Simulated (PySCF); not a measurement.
C2H2O: calculation against experiment

**What was measured.**

From NIST CCCBDB Release 22 (SRD 101), experimental dipoles, for the gas: dipole moment (microwave Stark effect) 1.42 D.

The results are set against them at the end.

Species: C2H2O.
Atom-mapped SMILES: `[CH2:1]=[C:2]=[O:3]` (hydrogens: H4, H5 on C1)

Geometry (GFN2-xTB, Å), atoms numbered from 1 in this order:
```
atom  x, y, z in Å
C1    -0.5012    0.0153    0.1502
C2     0.7305   -0.0205   -0.2268
O3     1.8412   -0.0528   -0.5664
H4    -1.1111   -0.8659    0.1355
H5    -0.9508    0.9267    0.4904
```

Runs made with PySCF (gas phase, on this GFN2-xTB geometry; no spin–orbit coupling):

```csv
level,job,basis functions,wall time
PBE0/pcSseg-1,"shieldings, charges and field gradients",61,2.6 s
B3LYP/pcJ-1,spin–spin couplings from 5 perturbed nuclei,101,3.6 s
```

Hardware: Arm Neoverse V1, one thread, no GPU, on a shared host.

Results beside the measurements:

**Dipole moment.** Measured: 1.42 D (NIST CCCBDB Release 22 (SRD 101), experimental dipoles).

| level | computed (D) | computed − measured (D) | % (from the printed values) |
| --- | --- | --- | --- |
| PBE0/pcSseg-1 | 1.59 | +0.17 | +12 |
| B3LYP/pcJ-1 | 1.61 | +0.19 | +13 |

Closest is PBE0/pcSseg-1 (+0.17 D), furthest B3LYP/pcJ-1 (+0.19 D); one molecule doesn't rank methods. The computed dipoles belong to one fixed geometry; measured ones are averaged over vibrations unless marked μe. Magnitudes are compared, not signs.

The geometry is computed, not the measured one. Where a level misses, the cause wasn't examined.
